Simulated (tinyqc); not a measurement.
Inside a calculation (part 1 of 2). Method: RHF in the sto-6g basis, for H2O, spin multiplicity 1. Computed by tinyqc, a small Python program that keeps every step (integrals from PySCF). Settings: charge = 0, multiplicity = 1, basis = sto-6g, energy threshold = 1e-10, iteration cap = 83, orthogonalisation = symmetric, start = Wolfsberg-Helmholz matrix, DIIS depth = 0, shift = 0.5, method = RHF. Command: `OMP_NUM_THREADS=1 python tinyqc.py 24293 24294 out.jsonl` (the two numbers bound the seeds that draw the settings). One thread of a shared host (Intel(R) Xeon(R) Processor @ 2.60GHz), about 0.1 s of CPU time with the checks. Later iterations appear only in the table of the cycle.

## One-electron integrals

Geometry (angstrom):
```
atom         x          y         z
O     0.000000   0.000000  0.000000
H     0.000000   1.022000  0.667000
H     0.000000  -1.022000  0.667000
```

Basis sto-6g: exponents (1/bohr^2) and contraction coefficients of normalised primitives:
```
element  l (shell)     exponent  coefficient
O            s (1)  1355.584234     0.009164
O            s (1)   248.544885     0.049361
O            s (1)    69.533902     0.168538
O            s (1)    23.886772     0.370563
O            s (1)     9.275933     0.416492
O            s (1)     3.820341     0.130334
O            s (2)    52.187762    -0.013253
O            s (2)    10.329320    -0.046992
O            s (2)     3.210345    -0.033785
O            s (2)     1.235135     0.250242
O            s (2)     0.536420     0.595117
O            s (2)     0.245881     0.240706
O            p (3)    52.187762     0.003760
O            p (3)    10.329320     0.037679
O            p (3)     3.210345     0.173897
O            p (3)     1.235135     0.418036
O            p (3)     0.536420     0.425860
O            p (3)     0.245881     0.101708
H            s (1)    35.523221     0.009164
H            s (1)     6.513144     0.049361
H            s (1)     1.822143     0.168538
H            s (1)     0.625955     0.370563
H            s (1)     0.243077     0.416492
H            s (1)     0.100112     0.130334
```

Overlap, kinetic and nuclear-attraction integrals over the contracted functions; the nuclear repulsion is the sum of Za Zb / Rab.

nuclear repulsion = 7.19665464 hartree

overlap S, lower triangle:
```
           1O 1s     1O 2s    1O 2px     1O 2py    1O 2pz     2H 1s     3H 1s
1O 1s   1.000000
1O 2s   0.231145  1.000000
1O 2px  0.000000  0.000000  1.000000
1O 2py  0.000000  0.000000  0.000000   1.000000
1O 2pz  0.000000  0.000000  0.000000   0.000000  1.000000
2H 1s   0.030207  0.322552  0.000000   0.246383  0.160800  1.000000
3H 1s   0.030207  0.322552  0.000000  -0.246383  0.160800  0.111719  1.000000
```

kinetic energy T (hartree), lower triangle:
```
            1O 1s     1O 2s    1O 2px     1O 2py    1O 2pz      2H 1s     3H 1s
1O 1s   29.327197
1O 2s   -0.896024  0.842618
1O 2px   0.000000  0.000000  2.531309
1O 2py   0.000000  0.000000  0.000000   2.531309
1O 2pz   0.000000  0.000000  0.000000   0.000000  2.531309
2H 1s   -0.006540  0.035322  0.000000   0.103711  0.067686   0.768522
3H 1s   -0.006540  0.035322  0.000000  -0.103711  0.067686  -0.011905  0.768522
```

nuclear attraction V (hartree), lower triangle:
```
             1O 1s      1O 2s     1O 2px     1O 2py     1O 2pz      2H 1s      3H 1s
1O 1s   -62.125535
1O 2s    -6.351735  -9.865343
1O 2px    0.000000   0.000000  -9.818992
1O 2py    0.000000   0.000000   0.000000  -9.915671
1O 2pz   -0.011044  -0.129698   0.000000   0.000000  -9.860172
2H 1s    -0.946922  -2.364049   0.000000  -1.590076  -1.064803  -4.923282
3H 1s    -0.946922  -2.364049   0.000000   1.590076  -1.064803  -0.621866  -4.923282
```

core Hamiltonian H = T + V (hartree), lower triangle:
```
             1O 1s      1O 2s     1O 2px     1O 2py     1O 2pz      2H 1s      3H 1s
1O 1s   -32.798338
1O 2s    -7.247759  -9.022725
1O 2px    0.000000   0.000000  -7.287683
1O 2py    0.000000   0.000000   0.000000  -7.384363
1O 2pz   -0.011044  -0.129698   0.000000   0.000000  -7.328863
2H 1s    -0.953462  -2.328727   0.000000  -1.486365  -0.997117  -4.154760
3H 1s    -0.953462  -2.328727   0.000000   1.486365  -0.997117  -0.633771  -4.154760
```

## Two-electron integrals

Functions are numbered as in S; the eight-fold symmetry (ij|kl) = (ji|kl) = (kl|ij) leaves the list below.

Two-electron integrals (ij|kl) in chemists' order, unique and non-zero (hartree):
```
(11|11) 4.787491    (21|11) 0.675884    (21|21) 0.121505    (22|11) 1.117379
(22|21) 0.249212    (22|22) 0.817383    (31|31) 0.025762    (32|31) 0.039145
(32|32) 0.180664    (33|11) 1.117381    (33|21) 0.249212    (33|22) 0.817382
(33|33) 0.880663    (41|41) 0.025762    (42|41) 0.039145    (42|42) 0.180664
(43|43) 0.047461    (44|11) 1.117381    (44|21) 0.249212    (44|22) 0.817382
(44|33) 0.785741    (44|44) 0.880663    (51|51) 0.025762    (52|51) 0.039145
(52|52) 0.180664    (53|53) 0.047461    (54|54) 0.047461    (55|11) 1.117381
(55|21) 0.249212    (55|22) 0.817382    (55|33) 0.785741    (55|44) 0.785741
(55|55) 0.880663    (61|11) 0.093881    (61|21) 0.016192    (61|22) 0.032538
(61|33) 0.032469    (61|41) 0.000666    (61|42) 0.001308    (61|44) 0.032613
(61|51) 0.000434    (61|52) 0.000854    (61|54) 0.000094    (61|55) 0.032530
(61|61) 0.002199    (62|11) 0.251469    (62|21) 0.056985    (62|22) 0.209929
(62|33) 0.206311    (62|41) 0.003840    (62|42) 0.029530    (62|44) 0.213923
(62|51) 0.002506    (62|52) 0.019273    (62|54) 0.004968    (62|55) 0.209553
(62|61) 0.007653    (62|62) 0.070179    (63|31) 0.006016    (63|32) 0.034883
(63|43) 0.005953    (63|53) 0.003885    (63|63) 0.009365    (64|11) 0.161483
(64|21) 0.037079    (64|22) 0.145574    (64|33) 0.139257    (64|41) 0.008137
(64|42) 0.053695    (64|44) 0.156103    (64|51) 0.001384    (64|52) 0.012277
(64|54) 0.007109    (64|55) 0.141361    (64|61) 0.005181    (64|62) 0.059119
(64|64) 0.058506    (65|11) 0.105390    (65|21) 0.024199    (65|22) 0.095007
(65|33) 0.090885    (65|41) 0.001384    (65|42) 0.012277    (65|44) 0.094108
(65|51) 0.006920    (65|52) 0.042896    (65|54) 0.008057    (65|55) 0.100029
(65|61) 0.003382    (65|62) 0.038584    (65|64) 0.032071    (65|65) 0.030296
(66|11) 0.427898    (66|21) 0.098746    (66|22) 0.418040    (66|33) 0.402641
(66|41) 0.007731    (66|42) 0.083510    (66|44) 0.435038    (66|51) 0.005045
(66|52) 0.054502    (66|54) 0.021143    (66|55) 0.416441    (66|61) 0.013352
(66|62) 0.186463    (66|64) 0.178674    (66|65) 0.116610    (66|66) 0.774999
(71|11) 0.093881    (71|21) 0.016192    (71|22) 0.032538    (71|33) 0.032469
(71|41) -0.000666   (71|42) -0.001308   (71|44) 0.032613    (71|51) 0.000434
(71|52) 0.000854    (71|54) -0.000094   (71|55) 0.032530    (71|61) 0.002162
(71|62) 0.007361    (71|64) 0.004589    (71|65) 0.003258    (71|66) 0.012729
(71|71) 0.002199    (72|11) 0.251469    (72|21) 0.056985    (72|22) 0.209929
(72|33) 0.206311    (72|41) -0.003840   (72|42) -0.029530   (72|44) 0.213923
(72|51) 0.002506    (72|52) 0.019273    (72|54) -0.004968   (72|55) 0.209553
(72|61) 0.007361    (72|62) 0.053652    (72|64) 0.031900    (72|65) 0.028634
(72|66) 0.111982    (72|71) 0.007653    (72|72) 0.070179    (73|31) 0.006016
(73|32) 0.034883    (73|43) -0.005953   (73|53) 0.003885    (73|63) 0.006824
(73|73) 0.009365    (74|11) -0.161483   (74|21) -0.037079   (74|22) -0.145574
(74|33) -0.139257   (74|41) 0.008137    (74|42) 0.053695    (74|44) -0.156103
(74|51) -0.001384   (74|52) -0.012277   (74|54) 0.007109    (74|55) -0.141361
(74|61) -0.004589   (74|62) -0.031900   (74|64) -0.012779   (74|65) -0.016721
(74|66) -0.062602   (74|71) -0.005181   (74|72) -0.059119   (74|74) 0.058506
(75|11) 0.105390    (75|21) 0.024199    (75|22) 0.095007    (75|33) 0.090885
(75|41) -0.001384   (75|42) -0.012277   (75|44) 0.094108    (75|51) 0.006920
(75|52) 0.042896    (75|54) -0.008057   (75|55) 0.100029    (75|61) 0.003258
(75|62) 0.028634    (75|64) 0.016721    (75|65) 0.021831    (75|66) 0.064539
(75|71) 0.003382    (75|72) 0.038584    (75|74) -0.032071   (75|75) 0.030296
(76|11) 0.062601    (76|21) 0.014326    (76|22) 0.057112    (76|33) 0.055913
(76|44) 0.057124    (76|51) 0.000999    (76|52) 0.009104    (76|55) 0.058300
(76|61) 0.001897    (76|62) 0.018606    (76|64) 0.013743    (76|65) 0.011533
(76|66) 0.051340    (76|71) 0.001897    (76|72) 0.018606    (76|74) -0.013743
(76|75) 0.011533    (76|76) 0.006282    (77|11) 0.427898    (77|21) 0.098746
(77|22) 0.418040    (77|33) 0.402641    (77|41) -0.007731   (77|42) -0.083510
(77|44) 0.435038    (77|51) 0.005045    (77|52) 0.054502    (77|54) -0.021143
(77|55) 0.416441    (77|61) 0.012729    (77|62) 0.111982    (77|64) 0.062602
(77|65) 0.064539    (77|66) 0.258121    (77|71) 0.013352    (77|72) 0.186463
(77|74) -0.178674   (77|75) 0.116610    (77|76) 0.051340    (77|77) 0.774999
```

## Orthogonalisation

S = U s U^T; symmetric (Loewdin) form X = U s^(-1/2) U^T, so that X^T S X = 1.

eigenvalues of S: 0.507591  0.591253  0.897589  1.000000  1.088676  1.297028  1.617863

X, lower triangle:
```
            1O 1s      1O 2s    1O 2px     1O 2py     1O 2pz      2H 1s     3H 1s
1O 1s    1.021997
1O 2s   -0.129050   1.111626
1O 2px   0.000000   0.000000  1.000000
1O 2py   0.000000   0.000000  0.000000   1.055851
1O 2pz  -0.004587   0.044253  0.000000   0.000000   1.021576
2H 1s    0.015320  -0.179334  0.000000  -0.147475  -0.087759   1.085615
3H 1s    0.015320  -0.179334  0.000000   0.147475  -0.087759  -0.037106  1.085615
```

## Starting guess

The start is the generalised Wolfsberg-Helmholz matrix (K = 1.75) built on H; D = 2 C_occ C_occ^T.

D at the start, lower triangle:
```
            1O 1s      1O 2s    1O 2px     1O 2py    1O 2pz     2H 1s     3H 1s
1O 1s    2.074450
1O 2s   -0.320509   1.441315
1O 2px   0.000000   0.000000  2.000000
1O 2py   0.000000   0.000000  0.000000   1.619788
1O 2pz   0.068653  -0.262940  0.000000   0.000000  1.899479
2H 1s   -0.118802   0.348893  0.000000   0.291335  0.110392  0.154102
3H 1s   -0.118802   0.348893  0.000000  -0.291335  0.110392  0.049303  0.154102
```

## Iteration 1: building the Fock matrix

J_ij = sum D_kl (ij|kl), K_ij = sum D_kl (ik|jl); F = H + J - 0.5 K; E = tr D H + tr D J / 2 - 0.25 tr D K + E_nn.

Coulomb J (hartree), lower triangle:
```
            1O 1s      1O 2s    1O 2px     1O 2py    1O 2pz     2H 1s     3H 1s
1O 1s   17.954881
1O 2s    3.216438   8.471231
1O 2px   0.000000   0.000000  8.467378
1O 2py   0.000000   0.000000  0.000000   8.473002
1O 2pz  -0.007435  -0.012198  0.000000   0.000000  8.473310
2H 1s    0.431241   2.133628  0.000000   1.466684  0.956968  4.246788
3H 1s    0.431241   2.133628  0.000000  -1.466684  0.956968  0.576057  4.246788
```

exchange K (hartree), lower triangle:
```
           1O 1s      1O 2s    1O 2px     1O 2py    1O 2pz     2H 1s     3H 1s
1O 1s   9.795314
1O 2s   1.585953   2.603279
1O 2px  0.000000   0.000000  2.275134
1O 2py  0.000000   0.000000  0.000000   2.173197
1O 2pz  0.005932  -0.088732  0.000000   0.000000  2.254969
2H 1s   0.222491   0.795870  0.000000   0.513472  0.309648  0.641348
3H 1s   0.222491   0.795870  0.000000  -0.513472  0.309648  0.201734  0.641348
```

Fock matrix F (hartree), lower triangle:
```
             1O 1s      1O 2s    1O 2px     1O 2py     1O 2pz      2H 1s      3H 1s
1O 1s   -19.741114
1O 2s    -4.824298  -1.853133
1O 2px    0.000000   0.000000  0.042128
1O 2py    0.000000   0.000000  0.000000   0.002040
1O 2pz   -0.021445  -0.097530  0.000000   0.000000   0.016963
2H 1s    -0.633467  -0.593033  0.000000  -0.276416  -0.194973  -0.228645
3H 1s    -0.633467  -0.593033  0.000000   0.276416  -0.194973  -0.158581  -0.228645
```

total energy of this density = -75.04505504 hartree

## Iteration 1: diagonalisation and new density

A level shift of 0.5 hartree raises the virtual space: F + shift (S - S D(s) S), with D(s) the density of one spin (D/2). Diagonalise F' = X^T F X, C = X C', fill 5 alpha and 5 beta electrons from the bottom; D = 2 C_occ C_occ^T. Each column has its largest component positive (the first on a tie).

F' = X^T F X (hartree), lower triangle:
```
            1          2         3          4          5          6         7
1  -19.409875
2   -2.520634  -0.730315
3    0.000000   0.000000  0.042128
4    0.000000   0.000000  0.000000   0.242086
5   -0.040582   0.061574  0.000000   0.000000   0.099591
6   -0.036112  -0.503455  0.000000  -0.451598  -0.252980   0.426606
7   -0.036112  -0.503455  0.000000   0.451598  -0.252980  -0.097539  0.426606
```

orbital energies (hartree): MO1 -19.745131, MO2 -0.839954, MO3 -0.270926, MO4 -0.027270, MO5 0.042128, MO6 0.900823, MO7 1.037158

coefficients C:
```
              MO1        MO2        MO3        MO4       MO5        MO6        MO7
1O 1s    0.996228  -0.210648   0.000000   0.084827  0.000000  -0.132607   0.000000
1O 2s    0.016689   0.796748   0.000000  -0.396005  0.000000   0.725769   0.000000
1O 2px   0.000000   0.000000   0.000000   0.000000  1.000000   0.000000   0.000000
1O 2py   0.000000   0.000000   0.692556   0.000000  0.000000   0.000000   0.823823
1O 2pz   0.002170   0.119938   0.000000   0.879571  0.000000   0.522460   0.000000
2H 1s   -0.003224   0.238523   0.382193   0.173082  0.000000  -0.709170  -0.711286
3H 1s   -0.003224   0.238523  -0.382193   0.173082  0.000000  -0.709170   0.711286
```

D after iteration 1, lower triangle:
```
            1O 1s      1O 2s    1O 2px     1O 2py    1O 2pz      2H 1s     3H 1s
1O 1s    2.088076
1O 2s   -0.369598   1.583810
1O 2px   0.000000   0.000000  2.000000
1O 2py   0.000000   0.000000  0.000000   0.959268
1O 2pz   0.103016  -0.505435  0.000000   0.000000  1.576070
2H 1s   -0.077549   0.242895  0.000000   0.529380  0.361677   0.465865
3H 1s   -0.077549   0.242895  0.000000  -0.529380  0.361677  -0.118421  0.465865
```

## Iteration 2: building the Fock matrix

As before.

Coulomb J (hartree), lower triangle:
```
            1O 1s      1O 2s    1O 2px     1O 2py    1O 2pz     2H 1s     3H 1s
1O 1s   17.427922
1O 2s    3.098927   8.166185
1O 2px   0.000000   0.000000  8.175630
1O 2py   0.000000   0.000000  0.000000   8.154426
1O 2pz  -0.014556  -0.019422  0.000000   0.000000  8.168496
2H 1s    0.415780   2.082032  0.000000   1.441883  0.943059  4.304033
3H 1s    0.415780   2.082032  0.000000  -1.441883  0.943059  0.569715  4.304033
```

exchange K (hartree), lower triangle:
```
           1O 1s      1O 2s    1O 2px     1O 2py    1O 2pz     2H 1s     3H 1s
1O 1s   9.796497
1O 2s   1.540890   2.512826
1O 2px  0.000000   0.000000  2.250014
1O 2py  0.000000   0.000000  0.000000   1.773530
1O 2pz  0.000255  -0.193331  0.000000   0.000000  2.063793
2H 1s   0.222605   0.788475  0.000000   0.571910  0.370256  0.910764
3H 1s   0.222605   0.788475  0.000000  -0.571910  0.370256  0.172560  0.910764
```

Fock matrix F (hartree), lower triangle:
```
             1O 1s      1O 2s     1O 2px     1O 2py     1O 2pz      2H 1s      3H 1s
1O 1s   -20.268665
1O 2s    -4.919277  -2.112952
1O 2px    0.000000   0.000000  -0.237060
1O 2py    0.000000   0.000000   0.000000  -0.116701
1O 2pz   -0.025727  -0.052455   0.000000   0.000000  -0.192263
2H 1s    -0.648985  -0.640932   0.000000  -0.330437  -0.239186  -0.306109
3H 1s    -0.648985  -0.640932   0.000000   0.330437  -0.239186  -0.150336  -0.306109
```

total energy of this density = -75.48717194 hartree

## Iteration 2: diagonalisation and new density

As before.

F' = X^T F X (hartree), lower triangle:
```
            1          2          3          4          5          6         7
1  -19.941844
2   -2.516317  -1.012685
3    0.000000   0.000000  -0.237060
4    0.000000   0.000000   0.000000   0.265027
5   -0.053409   0.155293   0.000000   0.000000  -0.042232
6   -0.048969  -0.486878   0.000000  -0.534737  -0.337111   0.285322
7   -0.048969  -0.486878   0.000000   0.534737  -0.337111  -0.036002  0.285322
```

orbital energies (hartree): MO1 -20.271917, MO2 -1.043795, MO3 -0.463580, MO4 -0.305364, MO5 -0.237060, MO6 0.873635, MO7 1.049931

coefficients C:
```
              MO1        MO2        MO3        MO4       MO5        MO6        MO7
1O 1s    0.996725  -0.220307   0.000000   0.079078  0.000000   0.115638   0.000000
1O 2s    0.014460   0.853177   0.000000  -0.398432  0.000000  -0.657098   0.000000
1O 2px   0.000000   0.000000   0.000000   0.000000  1.000000   0.000000   0.000000
1O 2py   0.000000   0.000000   0.615652   0.000000  0.000000   0.000000   0.882774
1O 2pz   0.002078   0.071925   0.000000   0.831736  0.000000  -0.603355   0.000000
2H 1s   -0.002506   0.196128   0.444619   0.259623  0.000000   0.695633  -0.674028
3H 1s   -0.002506   0.196128  -0.444619   0.259623  0.000000   0.695633   0.674028
```

D after iteration 2, lower triangle:
```
            1O 1s      1O 2s    1O 2px     1O 2py    1O 2pz      2H 1s     3H 1s
1O 1s    2.096500
1O 2s   -0.410111   1.773736
1O 2px   0.000000   0.000000  2.000000
1O 2py   0.000000   0.000000  0.000000   0.758055
1O 2pz   0.103995  -0.539990  0.000000   0.000000  1.393925
2H 1s   -0.050352   0.127707  0.000000   0.547462  0.460079   0.607126
3H 1s   -0.050352   0.127707  0.000000  -0.547462  0.460079  -0.183619  0.607126
```

## Iteration 31 (converged): orbitals

converged F (hartree), lower triangle:
```
             1O 1s      1O 2s     1O 2px     1O 2py     1O 2pz      2H 1s      3H 1s
1O 1s   -20.526305
1O 2s    -4.963591  -2.283401
1O 2px    0.000000   0.000000  -0.388069
1O 2py    0.000000   0.000000   0.000000  -0.188026
1O 2pz   -0.021878  -0.039653   0.000000   0.000000  -0.233242
2H 1s    -0.655196  -0.644370   0.000000  -0.337978  -0.266706  -0.322386
3H 1s    -0.655196  -0.644370   0.000000   0.337978  -0.266706  -0.146499  -0.322386
```

Diagonalise F' = X^T F X, C = X C', fill 5 alpha and 5 beta electrons from the bottom; D = 2 C_occ C_occ^T. Each column has its largest component positive (the first on a tie).

F' = X^T F X (hartree), lower triangle:
```
            1          2          3          4          5          6          7
1  -20.203955
2   -2.494714  -1.311994
3    0.000000   0.000000  -0.388069
4    0.000000   0.000000   0.000000  -0.006759
5   -0.039821   0.081483   0.000000   0.000000  -0.152308
6   -0.070508  -0.331636   0.000000  -0.356949  -0.251815  -0.044368
7   -0.070508  -0.331636   0.000000   0.356949  -0.251815  -0.038323  -0.044368
```

orbital energies (hartree): MO1 -20.529124, MO2 -1.178589, MO3 -0.511204, MO4 -0.404577, MO5 -0.388069, MO6 0.361343, MO7 0.498400

coefficients C:
```
              MO1        MO2        MO3        MO4       MO5        MO6        MO7
1O 1s    0.996963  -0.232689   0.000000   0.073737  0.000000  -0.090036   0.000000
1O 2s    0.013421   0.926530   0.000000  -0.402274  0.000000   0.546062   0.000000
1O 2px   0.000000   0.000000   0.000000   0.000000  1.000000   0.000000   0.000000
1O 2py   0.000000   0.000000   0.599441   0.000000  0.000000   0.000000   0.893862
1O 2pz   0.001778   0.053816   0.000000   0.756201  0.000000   0.697323   0.000000
2H 1s   -0.002266   0.124537   0.456845   0.356811  0.000000  -0.668546  -0.665802
3H 1s   -0.002266   0.124537  -0.456845   0.356811  0.000000  -0.668546   0.665802
```

D after iteration 31, lower triangle:
```
            1O 1s      1O 2s    1O 2px     1O 2py    1O 2pz      2H 1s     3H 1s
1O 1s    2.107032
1O 2s   -0.463752   2.040925
1O 2px   0.000000   0.000000  2.000000
1O 2py   0.000000   0.000000  0.000000   0.718658
1O 2pz   0.090021  -0.508627  0.000000   0.000000  1.149478
2H 1s   -0.009854  -0.056357  0.000000   0.547703  0.553038   0.703072
3H 1s   -0.009854  -0.056357  0.000000  -0.547703  0.553038  -0.131757  0.703072
```
